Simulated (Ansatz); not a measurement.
We consider antiferromagnetic (type II) rock-salt NiO, described by r²SCAN+rVV10 (Ansatz, a quantum-chemistry and plane-wave program, plane waves, PAW).

Numerical settings: plane-wave cutoff 560 eV, 14×14×14 k mesh, Fermi–Dirac smearing 0.01 eV, spin-polarised with opposed moments, scalar-relativistic PAW data made under PBE.

Properties against volume:

Shape and atoms are relaxed at each volume.

```csv
V (Å³/atom),P (GPa),direct gap at Γ (eV),smallest gap on the k mesh (eV),c (Å)
8.573,9.99,3.764,2.380,7.063
8.751,4.72,3.692,2.375,7.115
8.930,-0.01,3.565,2.369,7.165
9.109,-4.25,3.446,2.362,7.214
9.287,-8.06,3.334,2.354,7.264
```

The fundamental gap (2.37 eV at the equilibrium volume, with added k points) lies elsewhere than Γ–Γ.

Note: without U or exact exchange, gaps and moments of open d shells tend to come out too small; the bulk modulus comes from volumes at which shape and atoms were relaxed.
